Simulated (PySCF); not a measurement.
PySCF input for water cation (H2O), SMILES O (connectivity only; charge and spin as stated), charge +1, multiplicity 2, PBE0/pcH-1. Coordinates come from a PBE0-D3(BJ)/def2-TZVPD optimisation. The multiplicity is an assumed one; other spin states were not compared.

```python
import numpy as np
from pyscf import gto, scf, dft
from pyscf.prop.hfc import uks as hfc
from pyscf.prop.gtensor import uks as gtensor

mol = gto.M(
    atom='''
    O     0.00000000    0.00000000   -0.11584339
    H     0.00000000   -0.82043577    0.46337357
    H     0.00000000    0.82043577    0.46337357
    ''',
    basis='pcH-1',
    charge=1,
    spin=1,
    max_memory=1600,
    verbose=3,
)
mf = dft.UKS(mol, xc='pbe0')
mf.grids.level = 3
mf.conv_tol = 1e-10
mf.max_cycle = 100
mf.kernel()
fine, coarse = mf.grids, dft.Grids(mol).set(level=1).build(with_non0tab=True)
for _ in range(3):  # follow internal instabilities
    mf.grids = coarse
    mo, _, stable, _ = mf.stability(return_status=True, nroots=4)
    mf.grids = fine
    if stable:
        break
    mf.kernel(mf.make_rdm1(mo, mf.mo_occ))
A = hfc.HFC(mf).make_fcdip(mf.make_rdm1())  # Fermi contact and dipolar terms, MHz
print('atom   A(iso)/MHz   principal dipolar parts/MHz')
for i, a in enumerate(A):
    w = np.linalg.eigvalsh((a + a.T) / 2)
    print(f'{mol.atom_symbol(i):2s}{i + 1:3d} {w.mean():12.2f}', (w - w.mean()).round(2))
gt = gtensor.GTensor(mf)
gt.dia_soc2e, gt.para_soc2e, gt.so_eff_charge = None, None, True
gt.max_cycle_cphf = 60
g = gt.kernel()
```

Log of the run:

```

WARN: HOMO -0.419831327075737 >= LUMO -0.419831327075737

converged SCF energy = -75.8916551362181  <S^2> = 0.75280752  2S+1 = 2.0028056
<class 'pyscf.dft.uks.UKS'> wavefunction is stable in the internal stability analysis
atom   A(iso)/MHz   principal dipolar parts/MHz
O   1       -69.41 [-313.07  154.15  158.92]
H   2       -74.85 [-65.88 -24.71  90.59]
H   3       -74.85 [-65.88 -24.71  90.59]
SOC(1e)/OZ [2.19631789e-05 1.37047030e-02 4.35978087e-03]
free electron g 2.00231930436182
g-tensor total [2.0021085  2.01586323 2.00652184]
g-shift (ppt) [-0.21079964 13.54392793  4.20253962]
```

The run converged.

Cost: roughly 5 core-seconds.
